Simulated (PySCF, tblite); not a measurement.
# methacrylonitrile (C4H5N): isotopologues and vibrational averages

How do isotopes change the rotational constants and shieldings of methacrylonitrile (C4H5N) (`C=C(C)C#N`)?

Computed with tblite 0.8.0 (tight binding) and PySCF 2.14.0 (DFT, with response routines of our own); each step states its level. Atoms count from 0 throughout.

## 1. The molecule as given

10 atoms, charge 0, multiplicity 1; geometry from: force field or distance geometry start.

Bonds of the start (Å): C0–C1 1.37, C0–H5 1.03, C0–H6 1.06, C1–C2 1.49, C1–C3 1.45, C2–H7 1.09, C2–H8 1.11, C2–H9 1.17, C3–N4 1.15.

## 2. GFN2-xTB relaxation, lowest of a short conformer search

The job: settings as JSON, then the geometry in Å.

```
{"job": {"xc": "GFN2-xTB", "basis": "xTB", "kind": "relax"}, "charge": 0, "multiplicity": 1}
C      1.398800    -0.013600    -0.377200
C      0.107100     0.276000    -0.019700
C     -0.858100    -0.857800     0.051100
C     -0.300900     1.599600     0.404000
N     -0.657000     2.624700     0.791400
H      2.133900     0.712600    -0.429500
H      1.579200    -1.008300    -0.682300
H     -0.377300    -1.813300     0.240100
H     -1.340500    -0.846700    -0.953000
H     -1.649800    -0.654600     0.885000
```

The run is started by

```console
$ OMP_NUM_THREADS=1 python ens_run.py task.json out
```

One launch serves the whole session.

The program printed:

```text
step      E/eV     max force
  0    -379.60104    3.297
  1    -379.76400    2.547
  2    -379.83650    0.677
  3    -379.85806    0.748
  4    -379.85638    2.076
  5    -379.88160    0.260
  6    -379.88637    0.259
  7    -379.89646    0.275
  8    -379.90005    0.257
  9    -379.90360    0.152
 10    -379.90617    0.145
 11    -379.90972    0.203
 12    -379.91365    0.264
 13    -379.91731    0.192
 14    -379.91933    0.107
 15    -379.92035    0.103
 16    -379.92106    0.080
 17    -379.92144    0.063
 18    -379.92162    0.035
 19    -379.92174    0.028
 20    -379.92184    0.028
 21    -379.92193    0.027
 22    -379.92202    0.029
 23    -379.92216    0.040
 24    -379.92242    0.060
 25    -379.92283    0.077
 26    -379.92339    0.089
 27    -379.92408    0.089
 28    -379.92498    0.102
 29    -379.92633    0.131
 30    -379.92816    0.155
 31    -379.92979    0.111
 32    -379.93035    0.166
 33    -379.93130    0.093
 34    -379.93183    0.070
 35    -379.93292    0.082
 36    -379.93345    0.087
 37    -379.93401    0.075
 38    -379.93451    0.065
 39    -379.93532    0.072
 40    -379.93641    0.121
 41    -379.93610    0.165
 42    -379.93747    0.059
 43    -379.93774    0.038
 44    -379.93796    0.035
 45    -379.93805    0.033
 46    -379.93837    0.045
 47    -379.93854    0.045
 48    -379.93869    0.034
 49    -379.93882    0.036
 50    -379.93898    0.030
 51    -379.93912    0.022
 52    -379.93918    0.012
 53    -379.93920    0.010
 54    -379.93921    0.008
 55    -379.93922    0.008
 56    -379.93923    0.007
 57    -379.93923    0.005
 58    -379.93923    0.003
```

It took 0.35 s on 1 thread of Arm Neoverse N1, shared host.

Gain 0.338 eV; displacement 0.28 Å root mean square.

## 3. Tight optimisation and Hessian

The job: settings as JSON, then the geometry in Å.

```
{"job": {"xc": "B3LYP", "basis": "pcSseg-1", "grid": 2, "temperatures": [298.15, 400], "kind": "geom"}, "charge": 0, "multiplicity": 1}
C      1.422756    -0.004180    -0.291158
C      0.143055     0.219142    -0.002353
C     -0.918899    -0.836570     0.045442
C     -0.296603     1.535914     0.286624
N     -0.665896     2.595354     0.521132
H      2.146723     0.792660    -0.311905
H      1.780234    -0.995227    -0.515376
H     -0.495292    -1.811344    -0.182754
H     -1.705339    -0.610513    -0.674477
H     -1.375210    -0.866619     1.034713
```

The program printed:

```text
step   0  E = -5718.0430633 eV  max force = 1.14632
step   1  E = -5718.0685204 eV  max force = 0.09219
step   2  E = -5718.0687354 eV  max force = 0.01364
step   3  E = -5718.0687530 eV  max force = 0.00384
step   4  E = -5718.0687565 eV  max force = 0.00255
step   5  E = -5718.0687571 eV  max force = 0.00044
step   6  E = -5718.0687571 eV  max force = 0.00044
step   7  E = -5718.0687571 eV  max force = 0.00020
harmonic wavenumbers (cm-1): 174.4 198.0 291.6 395.9 564.1 602.3 754.8 765.8 960.3 962.0 1031.2 1070.9 1283.9 1405.9 1433.8 1467.9 1484.2 1682.4 2328.0 3026.9 3087.8 3121.0 3143.1 3233.9
```

It took 10 min on 1 thread of Arm Neoverse N1, shared host; peak memory 0.53 GiB.

## 4. Displacements along the modes, parent

The job: settings as JSON, then the geometry in Å.

```
{"job": {"xc": "B3LYP", "basis": "pcSseg-1", "grid": 2, "temperatures": [298.15, 400], "kind": "vib", "mass_numbers": [12, 12, 12, 12, 14, 1, 1, 1, 1, 1]}, "charge": 0, "multiplicity": 1}
C      1.431337    -0.004373    -0.291827
C      0.145129     0.223351    -0.003199
C     -0.921266    -0.842709     0.044419
C     -0.289046     1.563263     0.287462
N     -0.673684     2.627235     0.526130
H      2.162405     0.798345    -0.313242
H      1.778184    -1.010206    -0.514276
H     -0.495648    -1.822202    -0.188836
H     -1.719820    -0.626519    -0.674791
H     -1.382061    -0.887567     1.038048
```

The program printed:

```text
mode    cm-1    km/mol   phi_rrr   E(+)/cm-1  E(-)/cm-1
  1    174.38     0.94      -1.7      72.04      72.56
  2    197.98     3.91      -3.9      36.90      36.71
  3    291.63     0.12       0.5      53.87      53.82
  4    395.93     0.52      39.1      72.98      70.14
  5    564.12    12.53      -1.6     101.98     102.07
  6    602.28     1.37       0.4     108.72     108.51
  7    754.75     0.66      -2.3     137.61     137.75
  8    765.83     1.69     116.1     142.09     133.77
  9    960.34    36.71      -1.4     175.03     174.71
 10    961.96     1.97     -47.8     172.20     175.40
 11   1031.17     5.07      -7.0     185.83     186.62
 12   1070.89     0.99      -1.5     193.32     193.20
 13   1283.91     7.62      -9.1     230.81     231.51
 14   1405.91     4.28     -90.8     250.11     256.65
 15   1433.76     0.25      33.4     259.47     256.98
 16   1467.88    11.30       0.6     264.26     264.29
 17   1484.17    19.65      40.5     268.67     265.69
 18   1682.42     8.14    -376.0     289.81     316.86
 19   2328.04     9.58     619.8     442.25     397.66
 20   3026.89     9.07   -1081.1     507.75     585.50
 21   3087.77     6.31      -4.1     558.60     558.99
 22   3120.96     7.53    1264.6     611.00     520.12
 23   3143.06     0.52    1321.0     615.81     520.87
 24   3233.90     1.43     280.5     595.21     574.97
```

Wall time 11 min (1 thread of Arm Neoverse N1, shared host); peak memory 0.6 GiB.

## 5. Displacements along the modes, 2H at atom 7

The job, as its differences from that of step 4:

```diff
@@ -1,2 +1,2 @@
-{"job": {"xc": "B3LYP", "basis": "pcSseg-1", "grid": 2, "temperatures": [298.15, 400], "kind": "vib", "mass_numbers": [12, 12, 12, 12, 14, 1, 1, 1, 1, 1]}, "charge": 0, "multiplicity": 1}
+{"job": {"xc": "B3LYP", "basis": "pcSseg-1", "grid": 2, "temperatures": [298.15, 400], "kind": "vib", "mass_numbers": [12, 12, 12, 12, 14, 1, 1, 2, 1, 1]}, "charge": 0, "multiplicity": 1}
 C      1.431337    -0.004373    -0.291827
```

The program printed:

```text
mode    cm-1    km/mol   phi_rrr   E(+)/cm-1  E(-)/cm-1
  1    153.13     1.08       1.3      58.46      57.92
  2    195.83     4.00      -4.1      36.49      36.34
  3    291.22     0.10       0.5      53.78      53.74
  4    380.50     0.46      40.8      70.30      67.31
  5    557.24    12.68       1.5     100.86     100.80
  6    601.02     1.25      -0.3     108.47     108.30
  7    718.71     1.20      92.4     132.76     126.18
  8    753.59     0.70      -2.3     137.34     137.48
  9    907.07     2.62      17.4     164.24     162.80
 10    959.89    36.36      -1.1     175.00     174.63
 11    962.22     1.60      59.7     175.80     171.70
 12   1032.57     2.78      -0.4     186.31     186.12
 13   1240.94     3.63     -35.1     222.26     224.63
 14   1294.90     6.14       1.0     233.32     233.23
 15   1334.38    11.98      50.5     242.29     238.72
 16   1433.70     0.32     -33.4     256.98     259.46
 17   1456.64    18.26      54.3     264.30     260.30
 18   1680.70     8.43     380.8     316.73     289.33
 19   2274.41     4.92   -1216.3     368.69     456.10
 20   2328.10     9.19    -618.8     397.70     442.22
 21   3049.47     6.53    1325.4     599.18     503.96
 22   3087.62     6.19      20.8     559.57     557.97
 23   3143.03     0.39    1322.9     615.88     520.81
 24   3233.88     1.35     281.1     595.23     574.94
```

Run time: 11 min. Hardware: 1 thread of Arm Neoverse N1, shared host; peak memory 0.6 GiB.

## 6. Vibrational averages by isotopologue

The job: settings as JSON, then the geometry in Å.

```
{"job": {"xc": "B3LYP", "basis": "pcSseg-1", "grid": 2, "temperatures": [298.15, 400], "kind": "iso"}, "charge": 0, "multiplicity": 1}
C      1.431337    -0.004373    -0.291827
C      0.145129     0.223351    -0.003199
C     -0.921266    -0.842709     0.044419
C     -0.289046     1.563263     0.287462
N     -0.673684     2.627235     0.526130
H      2.162405     0.798345    -0.313242
H      1.778184    -1.010206    -0.514276
H     -0.495648    -1.822202    -0.188836
H     -1.719820    -0.626519    -0.674791
H     -1.382061    -0.887567     1.038048
```

The program printed:

```text
parent
  Be/MHz 9286.288 4172.014 2931.141
  B0/MHz 9218.793 4163.671 2916.75
  ZPE/cm-1 17235.0
  <sigma>(0 K)/ppm 37.743 47.454 150.494 55.965 -61.763 25.125 25.246 29.093 28.802 28.800
2H at atom 7
  Be/MHz 9115.529 3994.833 2826.358
  B0/MHz 9048.096 3986.279 2812.725
  ZPE/cm-1 16535.4
  <sigma>(0 K)/ppm 37.823 47.456 150.798 55.960 -61.750 25.128 25.249 29.220 28.820 28.819
```

Wall time 32 min (1 thread of Arm Neoverse N1, shared host); peak memory 0.6 GiB. This counts the whole study up to here.

Rotational constants (MHz) at equilibrium and in the ground state:

| isotopologue | Be | B0 | zero-point change (cm⁻¹) |
| --- | --- | --- | --- |
| parent | 9286.3, 4172.0, 2931.1 | 9218.8, 4163.7, 2916.8 | 0.0 |
| 2H at atom 7 | 9115.5, 3994.8, 2826.4 | 9048.1, 3986.3, 2812.7 | -699.6 |

Shieldings of the first species (ppm): at equilibrium, the vibrational parts at 0 K, and the averages:

| atom | equilibrium | anharmonic | harmonic | 0 K | 298.15 K | 400 K |
| --- | --- | --- | --- | --- | --- | --- |
| C0 | 41.76 | -0.71 | -3.31 | 37.74 | 37.42 | 37.23 |
| C1 | 51.27 | -0.77 | -3.05 | 47.45 | 47.29 | 47.09 |
| C2 | 155.05 | 0.70 | -5.26 | 150.49 | 150.52 | 150.48 |
| C3 | 57.51 | 0.29 | -1.84 | 55.97 | 55.62 | 55.40 |
| N4 | -55.60 | 0.99 | -7.15 | -61.76 | -62.92 | -63.73 |
| H5 | 25.60 | -0.07 | -0.40 | 25.12 | 25.09 | 25.08 |
| H6 | 25.71 | -0.06 | -0.40 | 25.25 | 25.24 | 25.23 |
| H7 | 29.77 | 0.12 | -0.80 | 29.09 | 29.04 | 29.01 |
| H8 | 29.47 | 0.13 | -0.80 | 28.80 | 28.78 | 28.76 |
| H9 | 29.47 | 0.13 | -0.80 | 28.80 | 28.78 | 28.76 |

Isotope effects on the shieldings at 0 K (ppb; positive means more shielded):

| atom | 2H at atom 7 |
| --- | --- |
| C0 | 81 |
| C1 | 3 |
| C2 | 304 |
| C3 | -6 |
| N4 | 14 |
| H5 | 3 |
| H6 | 3 |
| H7 | 127 |
| H8 | 18 |
| H9 | 18 |

## 7. Tight optimisation and Hessian, xc B3LYP; basis 6-31G*; delta 1.0

The job: settings as JSON, then the geometry in Å.

```
{"job": {"xc": "B3LYP", "basis": "6-31G*", "grid": 2, "temperatures": [298.15, 400], "j": false, "delta": 1.0, "kind": "geom"}, "charge": 0, "multiplicity": 1}
C      1.422756    -0.004180    -0.291158
C      0.143055     0.219142    -0.002353
C     -0.918899    -0.836570     0.045442
C     -0.296603     1.535914     0.286624
N     -0.665896     2.595354     0.521132
H      2.146723     0.792660    -0.311905
H      1.780234    -0.995227    -0.515376
H     -0.495292    -1.811344    -0.182754
H     -1.705339    -0.610513    -0.674477
H     -1.375210    -0.866619     1.034713
```

The program printed:

```text
step   0  E = -5718.3344718 eV  max force = 2.02945
step   1  E = -5718.3774319 eV  max force = 0.07340
step   2  E = -5718.3776614 eV  max force = 0.01234
step   3  E = -5718.3776770 eV  max force = 0.00542
step   4  E = -5718.3776832 eV  max force = 0.00260
step   5  E = -5718.3776837 eV  max force = 0.00061
step   6  E = -5718.3776837 eV  max force = 0.00061
step   7  E = -5718.3776837 eV  max force = 0.00019
harmonic wavenumbers (cm-1): 176.7 193.8 290.1 387.2 557.1 593.4 757.3 770.6 958.7 973.7 1044.4 1087.4 1298.3 1439.7 1463.1 1505.4 1522.9 1705.4 2341.0 3055.0 3112.4 3144.7 3180.5 3269.5
```

Wall time 7.4 min (1 thread of Arm Neoverse N1, shared host); peak memory 0.44 GiB.

## 8. Displacements along the modes, xc B3LYP; basis 6-31G*; delta 1.0; parent

The job: settings as JSON, then the geometry in Å.

```
{"job": {"xc": "B3LYP", "basis": "6-31G*", "grid": 2, "temperatures": [298.15, 400], "j": false, "delta": 1.0, "kind": "vib", "mass_numbers": [12, 12, 12, 12, 14, 1, 1, 1, 1, 1]}, "charge": 0, "multiplicity": 1}
C      1.433436    -0.004220    -0.292197
C      0.143590     0.224172    -0.002754
C     -0.923671    -0.844883     0.044568
C     -0.288613     1.566376     0.287831
N     -0.673318     2.637823     0.527603
H      2.166280     0.795498    -0.314471
H      1.782129    -1.008494    -0.514692
H     -0.495627    -1.823544    -0.189184
H     -1.723195    -0.631508    -0.674410
H     -1.385481    -0.892604     1.037596
```

The program printed:

```text
mode    cm-1    km/mol   phi_rrr   E(+)/cm-1  E(-)/cm-1
  1    176.73     0.84       1.0     386.09     386.53
  2    193.76     4.07      -3.8     105.66     106.26
  3    290.09     0.75       0.4     154.87     154.77
  4    387.24     0.46      46.8     204.30     188.77
  5    557.08     7.94      -1.1     281.94     282.30
  6    593.43     1.51      -1.7     298.25     298.54
  7    757.30     0.27       1.0     393.66     393.26
  8    770.59     1.72     119.6     405.91     366.12
  9    958.70    37.25      -0.5     496.71     496.20
 10    973.70     0.48      47.0     499.42     483.99
 11   1044.41     4.85      -7.4     525.52     528.26
 12   1087.42     0.97      -1.1     547.50     547.51
 13   1298.29     7.48     -10.3     647.85     651.36
 14   1439.71     2.11      85.6     736.19     707.56
 15   1463.12     0.81      42.6     739.60     725.22
 16   1505.36     8.01       1.8     753.35     752.87
 17   1522.95    13.42      56.3     771.11     752.19
 18   1705.44     5.32     377.6     919.37     793.77
 19   2341.01     9.33    -621.6    1074.26    1281.01
 20   3054.96    11.61   -1098.9    1359.63    1724.58
 21   3112.44    11.02       5.1    1581.87    1580.05
 22   3144.65    11.20   -1309.8    1387.33    1820.00
 23   3180.51     1.59   -1373.9    1384.26    1839.83
 24   3269.48     3.83     365.6    1720.03    1599.10
```

Wall time 7.6 min (1 thread of Arm Neoverse N1, shared host); peak memory 0.44 GiB.

## 9. Displacements along the modes, xc B3LYP; basis 6-31G*; delta 1.0; 2H at atom 7

The job, as its differences from that of step 8:

```diff
@@ -1,2 +1,2 @@
-{"job": {"xc": "B3LYP", "basis": "6-31G*", "grid": 2, "temperatures": [298.15, 400], "j": false, "delta": 1.0, "kind": "vib", "mass_numbers": [12, 12, 12, 12, 14, 1, 1, 1, 1, 1]}, "charge": 0, "multiplicity": 1}
+{"job": {"xc": "B3LYP", "basis": "6-31G*", "grid": 2, "temperatures": [298.15, 400], "j": false, "delta": 1.0, "kind": "vib", "mass_numbers": [12, 12, 12, 12, 14, 1, 1, 2, 1, 1]}, "charge": 0, "multiplicity": 1}
 C      1.433436    -0.004220    -0.292197
```

The program printed:

```text
mode    cm-1    km/mol   phi_rrr   E(+)/cm-1  E(-)/cm-1
  1    155.05     1.00      -0.7     301.77     301.29
  2    191.64     4.14      -4.0     104.53     105.23
  3    289.71     0.71      -0.5     154.53     154.63
  4    372.35     0.43     -48.7     181.14     197.35
  5    550.98     8.11      -1.1     279.18     279.51
  6    592.25     1.42      -2.3     297.58     298.05
  7    725.07     1.14      96.0     379.31     347.44
  8    756.07     0.28      -1.1     392.19     392.61
  9    915.60     2.62      16.5     462.57     456.85
 10    958.52    36.76      -0.4     496.65     496.12
 11    974.09     0.81     -59.1     481.45     500.92
 12   1051.20     2.10      -0.4     528.46     528.22
 13   1259.38     4.48      35.0     635.91     624.49
 14   1323.35     4.15       0.9     663.31     662.93
 15   1360.73     9.43      55.1     692.21     673.85
 16   1462.19     1.23      43.4     739.53     724.85
 17   1496.94    11.38     -79.1     735.86     762.62
 18   1703.79     5.54     382.2     919.37     792.24
 19   2291.91     6.58   -1259.2     962.64    1379.20
 20   2341.07     8.82    -620.5    1074.46    1280.83
 21   3076.53     9.94   -1358.1    1335.00    1785.30
 22   3112.24    10.87     -22.9    1577.02    1584.75
 23   3180.49     1.40   -1375.0    1384.10    1840.03
 24   3269.47     3.72     366.2    1720.14    1598.99
```

Run time: 7.7 min. Hardware: 1 thread of Arm Neoverse N1, shared host; peak memory 0.43 GiB.

## 10. Vibrational averages by isotopologue, second settings

The job: settings as JSON, then the geometry in Å.

```
{"job": {"xc": "B3LYP", "basis": "6-31G*", "grid": 2, "temperatures": [298.15, 400], "j": false, "delta": 1.0, "kind": "iso"}, "charge": 0, "multiplicity": 1}
C      1.433436    -0.004220    -0.292197
C      0.143590     0.224172    -0.002754
C     -0.923671    -0.844883     0.044568
C     -0.288613     1.566376     0.287831
N     -0.673318     2.637823     0.527603
H      2.166280     0.795498    -0.314471
H      1.782129    -1.008494    -0.514692
H     -0.495627    -1.823544    -0.189184
H     -1.723195    -0.631508    -0.674410
H     -1.385481    -0.892604     1.037596
```

The program printed:

```text
parent
  Be/MHz 9252.489 4147.043 2915.398
  B0/MHz 9182.666 4139.738 2901.379
  ZPE/cm-1 17414.2
  <sigma>(0 K)/ppm 61.159 71.672 163.700 81.630 -20.587 26.043 26.181 29.897 29.608 29.608
2H at atom 7
  Be/MHz 9084.186 3971.119 2811.427
  B0/MHz 9015.034 3963.234 2798.024
  ZPE/cm-1 16705.3
  <sigma>(0 K)/ppm 61.222 71.684 164.026 81.626 -20.585 26.045 26.184 30.028 29.631 29.630
```

It took 23 min on 1 thread of Arm Neoverse N1, shared host; peak memory 0.6 GiB. This counts the runs that the step sums up.

Rotational constants (MHz) at equilibrium and in the ground state:

| isotopologue | Be | B0 | zero-point change (cm⁻¹) |
| --- | --- | --- | --- |
| parent | 9252.5, 4147.0, 2915.4 | 9182.7, 4139.7, 2901.4 | 0.0 |
| 2H at atom 7 | 9084.2, 3971.1, 2811.4 | 9015.0, 3963.2, 2798.0 | -708.9 |

Shieldings of the first species (ppm): at equilibrium, the vibrational parts at 0 K, and the averages:

| atom | equilibrium | anharmonic | harmonic | 0 K | 298.15 K | 400 K |
| --- | --- | --- | --- | --- | --- | --- |
| C0 | 64.71 | -0.64 | -2.91 | 61.16 | 60.90 | 60.73 |
| C1 | 75.16 | -0.78 | -2.71 | 71.67 | 71.45 | 71.23 |
| C2 | 168.17 | 0.40 | -4.88 | 163.70 | 163.43 | 163.24 |
| C3 | 83.18 | 0.26 | -1.82 | 81.63 | 81.26 | 81.03 |
| N4 | -14.87 | 0.94 | -6.66 | -20.59 | -21.60 | -22.33 |
| H5 | 26.53 | -0.08 | -0.41 | 26.04 | 26.01 | 25.99 |
| H6 | 26.65 | -0.07 | -0.40 | 26.18 | 26.17 | 26.16 |
| H7 | 30.58 | 0.08 | -0.76 | 29.90 | 29.82 | 29.78 |
| H8 | 30.28 | 0.09 | -0.76 | 29.61 | 29.57 | 29.54 |
| H9 | 30.28 | 0.09 | -0.77 | 29.61 | 29.57 | 29.54 |

Isotope effects on the shieldings at 0 K (ppb; positive means more shielded):

| atom | 2H at atom 7 |
| --- | --- |
| C0 | 64 |
| C1 | 12 |
| C2 | 326 |
| C3 | -4 |
| N4 | 1 |
| H5 | 2 |
| H6 | 3 |
| H7 | 131 |
| H8 | 23 |
| H9 | 23 |

## 11. What came out

| quantity | value |
| --- | --- |
| point group | Cs |
| B0 of the first species | 9218.8, 4163.7, 2916.8 MHz |
| zero-point energy | 17235 cm⁻¹ |
| zero-point change of σ(N4) | -6.16 ppm |

What this shows: Zero-point motion changes the shielding of N4 most, by -6.16 ppm. The largest secondary isotope effect is 304 ppb on C2, 1 bond from the change (2H at atom 7). The job flags a low mode; perturbation theory is less sure for low modes. Internal rotors are held in one well.
